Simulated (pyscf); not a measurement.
Thermochemistry of product channels of `[OH][Hf]([Cl])([Cl])[Cl]` + `[FH]` on the singlet surface, in kcal/mol, from ωB97M-D3(BJ)/def2-TZVP energies (ideal gas, 1 atm, RRHO with modes under 100 cm⁻¹ raised to 100, one conformer, R ln 2 for chiral ones without a mode under 150 cm⁻¹). PySCF, gas phase, ωB97X-D3(BJ)/def2-SVP geometries.

```csv
products,ΔE,ΔH(298 K),ΔG(600 K),ΔG(1200 K)
`[OH2]` + `[F][Hf]([Cl])([Cl])[Cl]`,-8.6,-8.0,-8.5,-8.0
`[OH][Hf]([F])([Cl])[Cl]` + `[ClH]`,-5.3,-6.6,-8.2,-9.6
```

These are energies of the channels, which say nothing of barriers. Elements past Kr carry the def2 core potentials, without spin-orbit coupling.
